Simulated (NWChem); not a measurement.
# C3H8O (methoxyethane) at 4 levels

Wanted: a comparison of 4 runs (HF/6-31G*, MP2/6-31G*, CCSD/6-31G*, CCSD(T)/6-31G*) of C3H8O (methoxyethane). 

Program for the calculation: NWChem 7.3.0.

1 further run of the same task is left out (set aside as unsound or not needed).

## (1) The structure to begin with

The species is C3H8O (12 atoms), meant as a singlet with charge 0. SMILES: `CCOC`. The C4–H12 distance was set to 2.419 Å, away from the relaxed value. At this shape a bond of the SMILES string is far longer than usual.

Bond lengths: C1–C2 1.507 Å, C2–O3 1.405 Å, O3–C4 1.399 Å, C1–H5 1.092 Å, C1–H6 1.092 Å, C1–H7 1.092 Å, C2–H8 1.102 Å, C2–H9 1.102 Å, C4–H10 1.090 Å, C4–H11 1.100 Å. Some angles: C1–C2–O3 108.9°, C2–O3–C4 112.4°, C1–C2–H8 110.6°, C1–C2–H9 110.6°, O3–C2–H8 109.9°, O3–C2–H9 109.9°, C2–C1–H5 110.6°, C2–C1–H6 110.6°, C2–C1–H7 110.4°, O3–C4–H10 107.7°.

## (2) The energy at HF/6-31G(d) (spherical functions) (run 1)

Contents of mol.nw:

```
start mol
title "C3H8O"
memory stack 880 mb heap 220 mb global 1100 mb
charge 0
geometry units bohr noautosym nocenter noautoz
  C  -2.30159571  2.16871584  3.47026471
  C  -0.16960670  0.63388028  2.37082205
  O   1.81573957  2.26811544  1.71017380
  C   3.87724180  0.98140092  0.67139135
  H  -2.98454273  3.54840488  2.09700073
  H  -1.67061616  3.18595541  5.15060918
  H  -3.87290299  0.94020489  4.00052186
  H  -0.81249153 -0.41472874  0.69085553
  H   0.50275786 -0.77680027  3.74673164
  H   5.32269331  2.37696366  0.21483351
  H   4.67243855 -0.39564251  2.00912847
  H   2.71856000 -1.24740821 -3.14847270
end
basis spherical bse
  * library 6-31G*
end
scf
  thresh 1e-08
  maxiter 80
end
task scf energy
```

Run with:

```sh
$ nwchem mol.nw > mol.out
```

Standard output:

```text
[...]
  functions       =    72
[...]
  wavefunction    = RHF
[...]
         Total SCF energy =   -192.903233124417
      One-electron energy =   -520.758743529011
      Two-electron energy =    196.699924828326
 Nuclear repulsion energy =    131.155585576268
        Time for solution =     10.2s
[...]
```

It took 11 s on 1 thread of Intel Xeon Platinum 8488C (Sapphire Rapids), shared host; peak memory 0.098 GiB.

## (3) A single-point energy at MP2/6-31G(d) (spherical functions) (run 2)

Contents of input.xyz:

```xyz
12
C3H8O mp2
C     -1.217952     1.147635     1.836385
C     -0.089752     0.335435     1.254585
O      0.960848     1.200235     0.904985
C      2.051748     0.519335     0.355285
H     -1.579352     1.877735     1.109685
H     -0.884052     1.685935     2.725585
H     -2.049452     0.497535     2.116985
H     -0.429952    -0.219465     0.365585
H      0.266048    -0.411065     1.982685
H      2.816648     1.257835     0.113685
H      2.472548    -0.209365     1.063185
H      1.438600    -0.660100    -1.666100
```

Contents of run.py:

```python
from ase.io import read
from ase.calculators.nwchem import NWChem

molecule = read('input.xyz')

calc = NWChem(
    label='input',
    theory='mp2',
    memory='2200 mb',
    basis='6-31G*',
    basispar='spherical bse',
    scf={'nopen': '0', 'rhf': None, 'thresh': '1e-08', 'maxiter': '80'},
    mp2={'freeze': 'core 4', 'tight': None},
    task='energy',
)
molecule.calc = calc

print(f"energy = {molecule.get_potential_energy():.6f} eV")
```

Run with:

```sh
$ export ASE_NWCHEM_COMMAND="nwchem PREFIX.nwi > PREFIX.nwo"
$ python run.py
```

Standard output:

```text
energy = -5265.387522 eV
```

The calculator wrote input.nwi:

```
title "input"

permanent_dir input

scratch_dir input

start input

geometry units angstrom nocenter noautosym noautoz
  C  -1.2179519999999999e+00 1.1476350000000000e+00 1.8363849999999999e+00
  C  -8.9751999999999998e-02 3.3543499999999998e-01 1.2545850000000001e+00
  O  9.6084800000000004e-01 1.2002349999999999e+00 9.0498500000000004e-01
  C  2.0517479999999999e+00 5.1933499999999999e-01 3.5528500000000002e-01
  H  -1.5793520000000001e+00 1.8777349999999999e+00 1.1096850000000000e+00
  H  -8.8405199999999995e-01 1.6859350000000000e+00 2.7255850000000001e+00
  H  -2.0494520000000001e+00 4.9753500000000001e-01 2.1169850000000001e+00
  H  -4.2995200000000000e-01 -2.1946499999999999e-01 3.6558499999999999e-01
  H  2.6604800000000001e-01 -4.1106500000000001e-01 1.9826850000000000e+00
  H  2.8166479999999998e+00 1.2578350000000000e+00 1.1368499999999999e-01
  H  2.4725480000000002e+00 -2.0936500000000000e-01 1.0631850000000000e+00
  H  1.4386000000000001e+00 -6.6010000000000002e-01 -1.6660999999999999e+00
end

memory 2200 mb

basis spherical bse noprint
   * library 6-31G*
end

scf
  nopen 0
  rhf
  thresh 1e-08
  maxiter 80
end
mp2
  freeze core 4
  tight
end

task mp2 energy
```

input.nwo:

```text
Northwest Computational Chemistry Package (NWChem) 7.3.0
             --------------------------------------------------------

           Job information
           ---------------

    nwchem branch   = 7.3.0
    use scalapack   = T
    input           = input.nwi
    prefix          = input.
    data base       = input/input.db
    status          = startup
    nproc           =        1

           Memory information
           ------------------

[... 5 lines left out ...]
    hardfail = no
[... 137 lines left out ...]
         Quadratically convergent ROHF
[... 15 lines left out ...]
       Final RHF  results
[... 4 lines left out ...]
      Two-electron energy =    196.699933759106
[... 36 lines left out ...]
                       ROHF Final Molecular Orbital Analysis
[... 272 lines left out ...]
          ---------------------------------------------------
                    Spin Component Scaled (SCS) MP2
          Same spin pairs                     -0.139852148296
          Same spin scaling factor             0.333333333333
          Opposite spin pairs                 -0.456338688494
          Opposite spin scaling fact.          1.200000000000
          SCS-MP2 correlation energy          -0.594223808958
          Total SCS-MP2 energy              -193.497456973154
          ---------------------------------------------------

 -----------------------
 Task  times  cpu:       12.9s     wall:       12.9s
 Total times  cpu:       12.9s     wall:       12.9s
```

Run time: 14 s. Hardware: 1 thread of Intel Xeon Platinum 8488C (Sapphire Rapids), shared host; peak memory 0.16 GiB.

Run 3 isn't shown in full; the table further down has it.

## (4) The energy at CCSD(T)/6-31G(d) (spherical functions) (run 4)

Contents of c3h8o.xyz:

```xyz
12
C3H8O energy
C     -1.217952     1.147635     1.836385
C     -0.089752     0.335435     1.254585
O      0.960848     1.200235     0.904985
C      2.051748     0.519335     0.355285
H     -1.579352     1.877735     1.109685
H     -0.884052     1.685935     2.725585
H     -2.049452     0.497535     2.116985
H     -0.429952    -0.219465     0.365585
H      0.266048    -0.411065     1.982685
H      2.816648     1.257835     0.113685
H      2.472548    -0.209365     1.063185
H      1.438600    -0.660100    -1.666100
```

Contents of c3h8o.nw:

```
start c3h8o
title "C3H8O energy"
memory total 2200 mb

geometry units angstrom noautosym nocenter noautoz
  load c3h8o.xyz
end

basis spherical bse
  * library 6-31G*
end

scf
  thresh 1e-08
  maxiter 80
end

ccsd
  freeze core 4
  maxiter 60
end

task ccsd(t) energy
```

Run with:

```sh
$ nwchem c3h8o.nw > c3h8o.out
```

Standard output:

```text
[...]
  functions       =    72
[...]
  wavefunction    = RHF
[...]
         Total SCF energy =   -192.903233164161
      One-electron energy =   -520.758761976004
      Two-electron energy =    196.699933759143
 Nuclear repulsion energy =    131.155595052700
        Time for solution =     10.3s
[...]
 Total MP2 energy:           -193.499424000950540
[...]
             energy      energy      error      ampl     ampl      Block
                                                time     time      time
[...]
 Total CCSD energy:           -193.563870325188446
[...]
 Total CCSD+T(CCSD) energy:           -193.594390450874386
[...]
 Total CCSD(T) energy:                -193.591428915464491
[...]
```

Run time: 89 s. Hardware: 1 thread of Intel Xeon Platinum 8488C (Sapphire Rapids), shared host; peak memory 0.19 GiB.

## (5) All runs side by side

| run | level | module | frozen core orbitals | energy (Eh) | HOMO energy (eV) | LUMO energy (eV) | HOMO–LUMO gap (eV) | wall time |
| --- | --- | --- | --- | --- | --- | --- | --- | --- |
| 1 | HF/6-31G* (spherical functions) | scf | – | -192.903233 | -8.37 | 1.08 | 9.46 | 11 s |
| 2 | MP2/6-31G* (spherical functions) | mp2 | 4 | -193.499424 | -8.37 | 1.08 | 9.46 | 14 s |
| 3 | CCSD/6-31G* (spherical functions) | ccsd | 4 | -193.563870 | -8.37 | 1.08 | 9.46 | 75 s |
| 4 | CCSD(T)/6-31G* (spherical functions) | ccsd(t) | 4 | -193.591429 | -8.37 | 1.08 | 9.46 | 89 s |

## (6) Outcome

| quantity | value |
| --- | --- |
| run 4: total energy | -193.59143 Eh |
| run 4: HOMO energy (Hartree–Fock orbitals) | -8.37 eV |
| run 4: LUMO energy (Hartree–Fock orbitals) | 1.08 eV |
| run 4: HOMO–LUMO gap (Hartree–Fock orbitals) | 9.46 eV |
| run 4: correlation energy (4 core orbitals frozen) | -688.2 mEh |
| run 4: (T) correction | -27.56 mEh |

What this shows: Below the HF energy at the same shape and in the same basis (6-31G*): MP2 -596.2 mEh; CCSD -660.6 mEh; CCSD(T) -688.2 mEh. In runs 1, 2, 3, 4 a closed-shell determinant meets a far-stretched bond, which it describes badly. All runs together took 3.2 min, the longest 89 s.
